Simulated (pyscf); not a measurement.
**Four-centre exchange: H₃Ge–SeH + hydrogen (H₂) -> H₃Ge–SeH + hydrogen (H₂)**

Gas phase, singlet surface, charge 0. Bonds broken: Se1–H7, H3–H8. Bonds formed: Se1–H3, H7–H8. Single points on ωB97X-D3(BJ)/def2-SVP structures (PySCF, gas phase).

Transition state (Å):

```xyz
8

Se    -1.9499     0.0012     0.5018
Ge    -0.0538    -0.1579    -0.8336
H     -0.7089     0.3129     1.9327
H      0.1396     1.1161    -1.6667
H     -0.1340    -1.3806    -1.7574
H      1.1433    -0.3242     0.1320
H     -0.8173    -0.6743     1.8966
H     -0.1355    -0.2726     2.5444
```

One imaginary mode, 2691i cm⁻¹; descent along it reached the two sides named.

```
bond    change  reactant side (Å)  saddle  product side
------  ------  -----------------  ------  ------------
Se1–H7  breaks              1.467   1.920           3.2
H3–H8   breaks              0.762   1.023           4.3
Se1–H3   forms                3.2   1.920         1.467
H7–H8    forms                4.0   1.023         0.762
```

Electronic energies relative to the separated reactants (kcal/mol):

```csv
level,barrier,reaction energy,reverse barrier
ωB97X-D3(BJ)/def2-TZVP,69.4,0.0,69.4
PBE/def2-TZVP,56.6,0.0,56.6
r²SCAN/def2-TZVP,61.1,0.0,61.1
B3LYP-D3(BJ)/def2-TZVP,64.0,0.0,64.0
PBE0-D3(BJ)/def2-TZVP,61.1,0.0,61.1
M06-2X/def2-TZVP,68.7,0.0,68.7
ωB97M-D3(BJ)/def2-TZVP,68.0,0.0,68.0
HF/def2-TZVP,88.0,0.0,88.0
```

With ωB97M-D3(BJ)/def2-TZVP energies and thermal terms (ideal gas, 1 atm, RRHO with modes under 100 cm⁻¹ raised to 100, one conformer, R ln 2 for chiral ones without a mode under 150 cm⁻¹), in kcal/mol:

| T (K) | ΔH‡ | ΔG‡ | ΔH | ΔG |
|---|---|---|---|---|
| 298 | 67.7 | 76.2 | 0.0 | 0.0 |
| 600 | 66.9 | 85.2 | 0.0 | 0.0 |
| 900 | 66.8 | 94.4 | 0.0 | 0.0 |
| 1200 | 67.1 | 103.6 | 0.0 | 0.0 |

The same reactants have a lower exit, to H₂Se + GeH₄ (barrier +60.3 kcal/mol at ωB97M-D3(BJ)/def2-TZVP, against +68.0 kcal/mol here). One saddle was located; it need not be the lowest between these sides. Elements up to Kr have no core potential and no relativistic terms here.
